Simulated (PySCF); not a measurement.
Molecule: `C=CC(F)C=C`, C5H7F.

Molfile (atoms numbered from 1):
```
C5H7F
     RDKit          3D

 13 12  0  0  0  0  0  0  0  0999 V2000
    2.2359   -0.0818   -0.2188 C   0  0  0  0  0  0  0  0  0  0  0  0
    1.1918    0.3896    0.4580 C   0  0  0  0  0  0  0  0  0  0  0  0
   -0.0938   -0.3629    0.6477 C   0  0  0  0  0  0  0  0  0  0  0  0
   -0.0222   -1.5938    0.0452 F   0  0  0  0  0  0  0  0  0  0  0  0
   -1.2695    0.4103    0.1239 C   0  0  0  0  0  0  0  0  0  0  0  0
   -2.0879   -0.0294   -0.8285 C   0  0  0  0  0  0  0  0  0  0  0  0
    3.1472    0.5099   -0.3314 H   0  0  0  0  0  0  0  0  0  0  0  0
    2.2035   -1.0719   -0.6801 H   0  0  0  0  0  0  0  0  0  0  0  0
    1.2228    1.3832    0.9196 H   0  0  0  0  0  0  0  0  0  0  0  0
   -0.2424   -0.5369    1.7334 H   0  0  0  0  0  0  0  0  0  0  0  0
   -1.4197    1.3941    0.5830 H   0  0  0  0  0  0  0  0  0  0  0  0
   -2.9273    0.5765   -1.1774 H   0  0  0  0  0  0  0  0  0  0  0  0
   -1.9381   -1.0109   -1.2846 H   0  0  0  0  0  0  0  0  0  0  0  0
  1  2  2  0
  2  3  1  0
  3  4  1  0
  3  5  1  0
  5  6  2  0
  1  7  1  0
  1  8  1  0
  2  9  1  0
  3 10  1  0
  5 11  1  0
  6 12  1  0
  6 13  1  0
M  END
```

Geometry PBE0-D3(BJ)/def2-SVP throughout; GIAO in PySCF 2.14, gas phase, one conformer, non-relativistic; equivalent atoms averaged; basis pcSseg-1.

For orientation, KT2 gives these shifts δ (against TMS, CFCl3 at the same level): C2/C5 133.5, C1/C6 109.2, C3 93.8, F4 -255.1, H8/H13 5.59, H9/H11 5.79, H7/H12 5.21, H10 5.67 ppm.

A run gave: C2/C5 141.9, C1/C6 116.7, C3 97.3, F4 -248.4, H8/H13 5.74, H9/H11 5.95, H7/H12 5.38, H10 5.73 ppm (shifts δ (against TMS, CFCl3 at the same level)).

**Question.** Which functional was used in that run?
A. BP86
B. KT3
C. LDA
D. OPBE

**Answer.** A. C2/C5 tells them apart best: BP86 gives 141.9, OPBE gives 135.4, KT3 gives 131.4, LDA gives 148.4 ppm.
